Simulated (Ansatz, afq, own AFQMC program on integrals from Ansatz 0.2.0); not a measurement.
# AlBH, quartet: AFQMC among the cluster methods

```yaml
atoms:
  - { symbol: B, position_ang: [0.0000, 0.0000, 0.2519] }
  - { symbol: Al, position_ang: [0.0000, 0.0000, -1.6889] }
  - { symbol: H, position_ang: [0.0000, 0.0000, 1.4370] }
```

Connectivity, by distances: BH–Al.

Basis cc-pVDZ. Only valence electrons are correlated. AFQMC by an in-house program on the Cholesky factors that Ansatz 0.2.0 writes for its CCSD(T) run. ph-AFQMC/CISD is guided by a CISD state made of CCSD amplitudes; releasing the constraint for a short imaginary time cuts its bias at the price of noise, slowly where states lie close. Free projection: walkers drawn from exp(T), propagated without any constraint. Its projection time is finite, and what remains of the start isn't in its error. Error bars are statistical, one sigma.

Determinant: UHF, the one that the program's search chose, which needn't be the lowest solution. The geometry is a PBE0/def2-TZVP stationary point of this or a neighbouring charge and spin state.

No full CI on the walks' own integrals is used here; CCSDT(Q) serves as the reference and is uncertain by about the last step of the cluster series.

Cautions: lower spins were not checked.

The T1 diagnostic is 0.0268 and the weight of the determinant in the CISD state is 0.895. The ⟨S²⟩ of the determinant is 3.759. The size of the correlated space is 7 electrons in 31 orbitals.

```json
{"level": "MP2", "correlation energy (eV)": "-2.7673"}
{"level": "CCSD", "correlation energy (eV)": "-3.4408"}
{"level": "CCSD(T)", "correlation energy (eV)": "-3.5927"}
```

Estimate where AFQMC with the constraint released lies against CCSD(T) on the same integrals.

4.2 ± 1.1 kJ/mol below CCSD(T).

Reference: CCSDT(Q), correlation energy -3.643 eV. The released energy is read at 2.40 1/Eh (meV from the phaseless value at times in 1/Eh: -8 ± 10 at 0.24, -12 ± 9 at 0.51, -20 ± 9 at 0.99, -19 ± 9 at 1.62, -22 ± 11 at 2.40).

| level | E − E(reference) (kJ/mol) | share of correlation (%) |
| --- | --- | --- |
| CCSD(T) | 4.9 | 98.62 |
| CCSDT | 1.1 | 99.68 |
| ph-AFQMC/HF | 12.6 ± 4.4 | 96.43 |
| ph-AFQMC/CISD | 2.7 ± 0.8 | 99.22 |
| released AFQMC | 0.7 ± 1.1 | 99.81 |
| free AFQMC | 0.3 ± 1.0 | 99.91 |

Free projections are given only where their last times agree within the noise and don't stop above the reference; a slow remainder of the start can still hide under it. A walk keeps the symmetry of its determinant, which the program's search chose and which needn't be the lowest solution, so a lower state of the same spin and another symmetry isn't excluded. Released energies are given only where the last usable release times agree within the noise; a slower fall can still hide under it.
